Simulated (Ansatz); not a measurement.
NH₄⁺ ··· SiH₃F

The pair of NH₄⁺ (SMILES [NH4+], atoms 1–5) and SiH₃F (SMILES [SiH3]F, atoms 6–10), both closed shells, in one local arrangement (a lower one may exist), relaxed at PBE0-D4/def2-TZVP:

```tsv
atom	x (Å)	y (Å)	z (Å)
N1	0.1160	0.0446	-2.1125
H2	1.0317	-0.2905	-2.4149
H3	-0.0182	1.0004	-2.4455
H4	0.0587	0.0227	-1.0707
H5	-0.6087	-0.5542	-2.5107
Si6	-0.1215	-0.0467	2.2102
F7	-0.0306	-0.0115	0.5560
H8	0.7802	1.0260	2.6697
H9	0.3324	-1.3964	2.5936
H10	-1.5400	0.2056	2.5248
```

Computed with Ansatz 0.2.0 (basis: def2-TZVPPD, with def2-QZVPPD for the basis limit); correlated methods freeze the cores. B3LYP uses VWN-RPA correlation. Extrapolation: Hartree–Fock as exp(−7.88 √X), correlation as X^−2.97. Interaction energies count from these two fragments, frozen as in the pair, with the counterpoise correction; negative means bound.

Problem. What is the interaction energy by CCSD(T) at an estimated basis limit (MP2 extrapolated from triple and quadruple zeta, plus CCSD(T) − MP2 in triple zeta)? (To be estimated.)

Solution. The calculation gives: -69.7 kJ/mol. Hartree–Fock alone gives -64.4 kJ/mol at the basis limit. It counts from the two fragments frozen as in the pair.

The same quantity by other methods in triple zeta, and each one's difference from that estimate:
| method | E_int (kJ/mol) | difference |
| --- | --- | --- |
| PBE-D4 | -69.0 | 0.7 |
| revPBE-D4 | -63.4 | 6.2 |
| BLYP-D4 | -67.7 | 2.0 |
| r2SCAN-D4 | -68.3 | 1.4 |
| B97M-V | -66.6 | 3.1 |
| PBE0-D4 | -70.9 | -1.2 |
| B3LYP-D4 | -70.8 | -1.1 |
| HSE06-D4 | -70.7 | -1.1 |
| wB97X-V | -68.6 | 1.1 |
| wB97M-V | -68.5 | 1.2 |
| B2PLYP | -68.2 | 1.5 |
| HF | -63.9 | 5.7 |
| MP2 | -66.8 | 2.9 |
| CCSD | -66.9 | 2.7 |
| CCSD(T) | -67.3 | 2.3 |
Differences are method less estimate.

Problem. Which atoms make the shortest contact between the fragments?

Solution. H4 and F7, 1.63 Å apart.

Energy to bend the free fragments (PBE0-D4 minima) into their shapes in the pair, CCSD(T)/def2-TZVPPD: NH₄⁺ 0.9 kJ/mol; SiH₃F 6.2 kJ/mol. This must be added to the interaction energy to get the binding energy from relaxed fragments.

Basis-set superposition shift (counterpoise-corrected less uncorrected): CCSD(T) 2.6; MP2 2.5; HF 0.3; PBE0-D4 0.4; wB97M-V 0.4 kJ/mol.

No T1 diagnostic of these runs exceeds 0.012.

For scale, one of the runs: CCSD(T)/def2-TZVPPD, 244 basis functions, launched by `ansatz run in.yaml --threads 4 --pin off --events-out ev --progress --plain --max-ram 9574MiB`. The run took 74 s on 4 CPU threads of an Arm Neoverse V1 (shared host), with 4.8 GiB of host memory at its peak.
